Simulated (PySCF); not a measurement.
# Oxygen: a sound run and one with changed settings

Sound run: O [He] 2s2 2p4, O⁺ [He] 2s2 2p3. Calculation: PySCF 2.14, in x2c-TZVPall (5s3p2d1f, 31 functions); scalar relativity by spin-free X2C-1e. In the sound run the correlated levels freeze 1s2. The sound run starts from symmetry-adapted Hartree-Fock orbitals and uses a fine grid where one is needed.

A second run was set up differently.

```json
{"species": "O", "method": "MP2", "sound run (hartree)": "-75.00964", "changed run (hartree)": "-74.93453", "converged": "yes"}
{"species": "O", "method": "CCSD(T)", "sound run (hartree)": "-75.02909", "changed run (hartree)": "-74.94265", "converged": "yes"}
{"species": "O⁺", "method": "MP2", "sound run (hartree)": "-74.52274", "changed run (hartree)": "-74.44974", "converged": "yes"}
{"species": "O⁺", "method": "CCSD(T)", "sound run (hartree)": "-74.53957", "changed run (hartree)": "-74.45380", "converged": "yes"}
```

Ionisation energy of O:

| method | sound run (eV) | changed run (eV) |
| --- | --- | --- |
| UHF | 12.007 | 12.007 |
| MP2 | 13.249 | 13.192 |
| SCS-MP2 | 13.344 | 13.398 |
| CCSD | 13.285 | 13.280 |
| CCSD(T) | 13.320 | 13.302 |

What was changed?
A. level shift left on
B. basis contracted for another Hamiltonian
C. minimal basis
D. a valence shell is frozen

D. Freezing a valence shell removes pair correlation that changes on ionisation.
